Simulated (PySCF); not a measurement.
1-chloro-1-fluoroethane, C₂H₄ClF, SMILES C[C@@H](F)Cl, point group C1.

Level: PBE0/pcSseg-1 in PySCF (density fitting, grid level 2); geometry and Hessian at that level, cubic constants and property derivatives from steps of ±0.6 along each species' dimensionless normal coordinates, second-order vibrational perturbation theory. The parent has the commonest isotopes.

Equilibrium geometry (Å):

```json
{"atom": "C1", "x": "-0.7971", "y": "0.0420", "z": "-0.1047"}
{"atom": "C2", "x": "0.6705", "y": "-0.1351", "z": "0.1445"}
{"atom": "F3", "x": "1.1873", "y": "-1.0311", "z": "-0.7426"}
{"atom": "Cl4", "x": "1.5565", "y": "1.4161", "z": "-0.0421"}
{"atom": "H5", "x": "-0.9613", "y": "0.4136", "z": "-1.1203"}
{"atom": "H6", "x": "-1.2957", "y": "-0.9274", "z": "0.0044"}
{"atom": "H7", "x": "-1.2281", "y": "0.7480", "z": "0.6100"}
{"atom": "H8", "x": "0.9041", "y": "-0.4885", "z": "1.1524"}
```

An isotope shift is δ(isotopologue) − δ(parent), that is, the negative of the change in the averaged GIAO shielding; n counts bonds from the nearest label (0: the labelled atom itself). These are computed values; those of heavy atoms are rounded to 5 ppb, about the numerical noise. One-bond deuterium shifts of ¹³C at such levels come out too large, by a quarter to a half.

Task: What isotope shifts arise with ²H at 8?

Result: 
| nucleus | n | 0 K (ppb) | 250 K (ppb) |
| --- | --- | --- | --- |
| H8 | 0 | -136 | -134 |
| C2 | 1 | -360 | -355 |
| C1 | 2 | -165 | -160 |
| F3 | 2 | -915 | -895 |
| Cl4 | 2 | -1960 | -1900 |
| H5 | 3 | -6 | -5 |
| H6 | 3 | -8 | -8 |
| H7 | 3 | -8 | -8 |

Task: What isotope shifts arise with ²H at 5?

Result: 
```csv
nucleus,n,0 K (ppb),250 K (ppb)
H5,0,-120,-117
C1,1,-310,-305
C2,2,-20,-25
H6,2,-20,-19
H7,2,-20,-19
F3,3,-195,-155
Cl4,3,-560,-465
H8,3,-5,-5
```

Task: What isotope shifts arise with ²H at 5, ²H at 6, ²H at 7, ²H at 8?

Result: 
```tsv
nucleus	n	0 K (ppb)	250 K (ppb)
H5	0	-166	-162
H6	0	-172	-166
H7	0	-178	-170
H8	0	-147	-143
C1	1	-1045	-1020
C2	1	-415	-415
F3	2	-1755	-1585
Cl4	2	-3600	-3245
```

Internal rotors are held in one well.
